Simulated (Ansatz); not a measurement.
Reaction (SMILES): C#N (CH-N) → CHN+ (doublet, bonded as C#N) + e-
B3LYP-D3(BJ)/def2-TZVP geometries, fixed; electronic energies without zero-point terms.
Largest species:
```
C
N 1 1.1462
H 1 1.0667 2 180.00
```
Charge 0, spin multiplicity 1.

Basis-set convergence of the adiabatic ionisation energy at CCSD(T) with Ansatz (a first-principles code). All functions are spherical. Cores are frozen. Open shells are unrestricted. No added dispersion term, no relativity. Functions are those of the species that has most. Reference: Hartree-Fock in aug-cc-pVQZ plus the correlation part extrapolated as X^-3 from aug-cc-pVTZ and aug-cc-pVQZ, 13.641 eV, itself unsure by roughly 0.017 eV (a third of the extrapolation step and of the last Hartree-Fock step). Deviations are taken from unrounded values.

```tsv
basis	functions
def2-SV(P)	30
def2-SVP	33
def2-SVPD	48
def2-TZVP	68
def2-TZVPP	76
def2-TZVPD	83
def2-TZVPPD	91
def2-QZVPP	144
def2-QZVPPD	159
```

Task: Which is the smallest def2 set listed that can be trusted to 0.1 eV here, that is, within that of the reference together with its larger relatives (same family, alike in diffuse functions; a set with none to test it counts only in the reference's own line)?

Result: Of the sets listed that have larger relatives (same family, alike in diffuse functions), none stays within 0.1 eV of the reference together with them. Inside, with no larger relative to test it: def2-QZVPP, def2-QZVPPD. Value minus reference: def2-SV(P) -0.373, def2-SVP -0.349, def2-SVPD -0.258, def2-TZVP -0.158, def2-TZVPP -0.150, def2-TZVPD -0.144, def2-TZVPPD -0.137, def2-QZVPP -0.064, def2-QZVPPD -0.061 eV.
